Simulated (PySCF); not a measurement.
Electric field gradients and quadrupole coupling constants

Compound: hydrosulfide, HS (charge -1).
Numbering: `[SH-:1]` (hydrogens: H2 on S1)

Field gradients from the PBE0/pcSseg-1 density (PySCF, non-relativistic), principal values in atomic units, ordered |Vxx| ≤ |Vyy| ≤ |Vzz|:

| atom | Vxx | Vyy | Vzz |
| --- | --- | --- | --- |
| S1 | -1.3556 | -1.3556 | 2.7111 |

Task: Find the asymmetry η = (Vxx − Vyy)/Vzz and the couplings χ = eQV/h (234.96 MHz × Q in barn × V in au), with Q(33S) = −0.0678 b.

Result: 
```
atom         environment  nucleus     η  χzz (MHz)  χxx (MHz)  χyy (MHz)
  S1  sulfur bonded to H      33S  0.00     -43.19      21.59      21.59
```

The gradient is axial or nearly so (η below 0.05) at S1. 

Task: What is Vzz at S1 in SI units (1 au = 9.71736 × 10²¹ V/m²)?

Result: 2.7111 au = 26.345 × 10²¹ V/m².

Isolated species at its PBE0-D3(BJ)/def2-SVP geometry, gas phase. The pcSseg-1 basis has no diffuse functions, a weakness for an anion. The HOMO energy is positive at this level (+0.97 eV), so the outermost electrons may be held by the finite basis alone. A larger basis could move these couplings by a tenth or more.

The run behind these numbers computed NMR shieldings as well. On one thread, Arm Neoverse V1, on a shared host, this took 0.8 s.
